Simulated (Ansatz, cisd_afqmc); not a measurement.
System: HO, charge 0, doublet. HO (SMILES [OH], doublet).
NHTBH set geometry:
```xyz
2

O      0.0000     0.0000    -0.1077
H      0.0000     0.0000     0.8612
```
Charge 0, spin multiplicity 2.

Total energies in aug-cc-pVQZ, 7 correlated electrons, 1 frozen orbitals. Radicals and triplets start from unrestricted determinants; spin-orbit coupling is neglected. Correlated methods leave the cores frozen. No relativity. The Monte Carlo rows (phaseless AFQMC, CISD trial, step 0.005/hartree) carry one-sigma bars that omit the constraint's bias. Outlying blocks are dropped, and bars are widened where a walk drifts. Over all cases where full CI ran beside it in this data, AFQMC minus full CI had a median of +0.1 mEh and passed +0.4 mEh in a tenth of the cases.

```
method         program        energy (Eh)  minus CCSDT(Q) (mEh)
----------  ----------  -----------------  --------------------
HF              Ansatz          -75.42667                238.35
MP2             Ansatz          -75.64663                 18.38
CCSD            Ansatz          -75.65802                  6.99
CCSD(T)         Ansatz          -75.66449                  0.52
CCSDT(Q)        Ansatz          -75.66501                  0.00
AFQMC/CISD  cisd_afqmc  -75.6649 ± 0.0002             0.1 ± 0.2
```

Rough core times of Ansatz's runs on a shared machine: CCSD(T) under 20 s, CCSDT(Q) 20 min.

Ansatz is a quantum-chemistry and plane-wave program.
